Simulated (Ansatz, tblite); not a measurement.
# The cluster La₃−: rung by rung

The task here is to estimate one member of a computed series from the others.

Program: Ansatz 0.2.0, Gaussian basis. Level of theory: as each input shows. These are calculated values, not measurements.

The runs, in order: GFN1-xTB, GFN2-xTB, PBE-D4/def2-TZVPD, r2SCAN-D4/def2-TZVPD, BHLYP-D4/def2-TZVPD, CAM-B3LYP-D4/def2-TZVPD, ωB97M-V/def2-TZVPD, HSE06-D4/def2-TZVPD, PBE-QIDH/def2-TZVPD, PBE-D4/def2-SVPD, PBE0-D4/def2-SVPD, CCSD(T)/def2-TZVPPD, MP2/def2-TZVPD, RPA/def2-TZVPD.

3 further runs of the same task are left out: 3 that didn't finish. Runs told in other sessions of the task aren't counted.

## The geometry

The geometry is that of the singlet, from an earlier relaxation (PBE0-D4/def2-TZVPD). At that level it is the lowest of the isomers that a small search found.

3 atoms, charge -1, spin multiplicity 1.

Bond lengths: La1–La2 3.367 Å, La1–La3 3.367 Å, La2–La3 3.367 Å. Angles: La2–La1–La3 60.0°, La1–La2–La3 60.0°, La1–La3–La2 60.0°.

La takes a core potential in the def2 sets. No spin-orbit coupling is included. The ion is computed in the gas phase, without counter-ions or solvent.

PBE0-D4/def2-TZVPD was run before; its log isn't repeated, and its numbers join the tables.

Set-up of the first run:

Tight binding, by tblite at 300 K electronic temperature and without a spin-polarisation term:

```python
tblite.interface.Calculator('GFN1-xTB', numbers, positions, charge=-1, uhf=0).singlepoint()
```

Tight binding, by tblite at 300 K electronic temperature and without a spin-polarisation term:

```python
tblite.interface.Calculator('GFN2-xTB', numbers, positions, charge=-1, uhf=0).singlepoint()
```

start.molden holds the orbitals of an earlier run on this state, given as this run's starting guess.

in.yaml

```yaml
crystal:
  periodic: [false, false, false]
  atoms:
    - {symbol: La, position_ang: [-1.508982, 1.064550, 0.606934]}
    - {symbol: La, position_ang: [-0.229020, -1.271161, -1.452694]}
    - {symbol: La, position_ang: [1.737992, 0.206611, 0.845760]}
basis:
  gaussian: {orbitals: def2-TZVPD, initial_orbitals: start.molden}
total_charge: -1
hamiltonian: {xc: pbe, dispersion: d4}
scf: {omitted_lower_state_checks: [starts]}
output: {orbitals: {seedname: orbitals}}
```

Run with:

```sh
$ ansatz run in.yaml --threads 4 --pin off --events-out ev --progress --plain --max-ram 3916MiB
```

Steps of the session up to this table: PBE-D4/def2-TZVPD; r2SCAN-D4/def2-TZVPD; BHLYP-D4/def2-TZVPD; CAM-B3LYP-D4/def2-TZVPD; ωB97M-V/def2-TZVPD; HSE06-D4/def2-TZVPD; PBE-QIDH/def2-TZVPD; PBE-D4/def2-SVPD; PBE0-D4/def2-SVPD; CCSD(T)/def2-TZVPPD; MP2/def2-TZVPD; RPA/def2-TZVPD.

One of the session's tables, all rows but one given; the rest of the session is left out.

It belongs to the step «Levels side by side». 

| level | HOMO (eV) | LUMO (eV) | gap (eV) |
| --- | --- | --- | --- |
| PBE-D4/def2-SVPD | 0.30 | 0.65 | 0.36 |
| PBE-D4/def2-TZVPD | 0.27 | 0.63 | 0.36 |
| r2SCAN-D4/def2-TZVPD | 0.21 | 0.67 | 0.46 |
| PBE0-D4/def2-SVPD | -0.19 | 1.33 | 1.52 |
| PBE0-D4/def2-TZVPD | ? | ? | ? |
| HSE06-D4/def2-TZVPD | 0.12 | 0.95 | 0.83 |
| BHLYP-D4/def2-TZVPD | -0.53 | 2.05 | 2.57 |
| CAM-B3LYP-D4/def2-TZVPD | -0.87 | 2.24 | 3.11 |
| ωB97M-V/def2-TZVPD | -1.58 | 2.57 | 4.15 |

Q: Estimate the row for PBE0-D4/def2-TZVPD from the others.

**Answer.** HOMO (eV): -0.21; LUMO (eV): 1.31; gap (eV): 1.52. In the column «HOMO (eV)» it lies between BHLYP-D4/def2-TZVPD (-0.53) and PBE0-D4/def2-SVPD (-0.19).
